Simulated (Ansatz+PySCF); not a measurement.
## singlet N2H2: levels of theory in one basis

```yaml
atoms:
  - { symbol: N, position_ang: [0.0000, 0.0001, -0.6159] }
  - { symbol: N, position_ang: [0.0000, -0.0001, 0.6159] }
  - { symbol: H, position_ang: [0.0000, 0.9957, -0.9141] }
  - { symbol: H, position_ang: [0.0000, -0.9957, 0.9141] }
```

Basis set: def2-SVP (spherical functions). Left uncorrelated: 2 orbitals. Charge 0, multiplicity 1.

Computed with Ansatz (development build ahead of 0.2.0); each method stands on the lowest determinant of its kind that the runs found. NEVPT2 correlates all electrons. Active spaces start from the frontier orbitals, and the lowest solution found is given.

```tsv
method	E − E(RHF) (eV)	<S²> of the determinant
RHF	0.00	0.00
UHF	-0.03	0.16
RHF-MP2	-8.96	–
UHF-MP2	-8.59	0.16
RHF-CCSD	-9.46	–
UHF-CCSD	-9.45	0.16
RHF-CCSD(T)	-9.78	–
UHF-CCSD(T)	-9.76	0.16
CASSCF(2,2)	-1.10	–
```

**Question.** What does SC-NEVPT2(2,2) give on the same scale?

**Answer.** -9.12 eV. NEVPT2 here correlates all electrons, so it doesn't share the others' frozen core.

**Question.** Is a single determinant a sound starting point here?

**Answer.** Only with care. Unrestricted orbitals gain 0.03 eV and <S²> is 0.16 against 0.00 for a pure state, so spin symmetry breaks but gains little energy; restricted orbitals can still serve. The CASSCF(2,2) natural occupations are 1.90, 0.10.

Caution for UHF, UHF-MP2, UHF-CCSD, UHF-CCSD(T): the unrestricted determinant is spin contaminated; the determinant breaks the point group. Caution for UHF-MP2: another reference gives a lower total. Caution for CASSCF(2,2): other starts end on other solutions of this active space.
